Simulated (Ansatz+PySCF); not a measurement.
# doublet HF(+): levels of theory in one basis

```xyz
2

F     0.0000    0.0000   -0.5182
H     0.0000    0.0000    0.5182
```

Basis set: cc-pVTZ (spherical functions). Correlated methods keep 1 orbital frozen. Correlation on ROHF uses semicanonical orbitals with singles. Charge 1, multiplicity 2.

Computed with Ansatz (development build ahead of 0.2.0); each method stands on the lowest determinant of its kind that the runs found.

```
      method  E − E(ROHF) (eV)  <S²> of the determinant
        ROHF              0.00                     0.75
         UHF             -0.14                     0.76
    ROHF-MP2             -5.73                        –
     UHF-MP2             -5.72                     0.76
ROHF-CCSD(T)             -6.18                        –
 UHF-CCSD(T)             -6.18                     0.76
```

Q: What does UHF-CCSD give on the same scale?

A: -6.07 eV.

Q: Is a single determinant a sound starting point here?

A: By this sign, yes. Unrestricted orbitals gain 0.14 eV and <S²> is 0.76 against 0.75 for a pure state.
